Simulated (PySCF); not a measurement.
**B: electron affinity**

B⁻ [He] 2s2 2p2 (3P) → B [He] 2s2 2p1 (2P), as a difference of total energies. Computed with PySCF 2.14 in x2c-QZVPPall with one added diffuse shell each of s, p, d, f type (8s5p4d3f1g, 73 functions), with the spin-free X2C one-electron Hamiltonian (Gaussian nucleus). Correlated levels: valence: 1s2 frozen; valence and next inner shell: nothing frozen. The calculations carry no spin-orbit coupling.

| method | electron affinity (eV) |
| --- | --- |
| UHF | -0.307 |
| LDA | 0.732 |
| PBE | 0.609 |
| PBE0 | 0.468 |
| TPSS | 0.450 |
| M06-2X | 0.237 |
| B2PLYP | 0.265 |
| MP2 (valence) | 0.215 |
| SCS-MP2 (valence) | 0.067 |
| MP2 (valence and next inner shell) | 0.219 |
| SCS-MP2 (valence and next inner shell) | 0.069 |

Estimate what r2SCAN gives.

0.577 eV, closest to PBE among the rows shown.

Estimate what BP86 gives.

0.678 eV, closest to LDA among the rows shown.

Errors of the correlated levels include the incompleteness of this basis and the frozen core.

A negative affinity means that the anion lies above the atom at that level of theory.

In the anion the highest occupied orbital energy is positive at LDA, PBE, PBE0, r2SCAN, BP86, TPSS, M06-2X, B2PLYP, a self-interaction effect; the basis confines that electron, and the energy difference can still be sensible.

For comparison: 0.280 eV (measured; photodetachment measurements, as compiled on the Wikipedia data page of electron affinities).
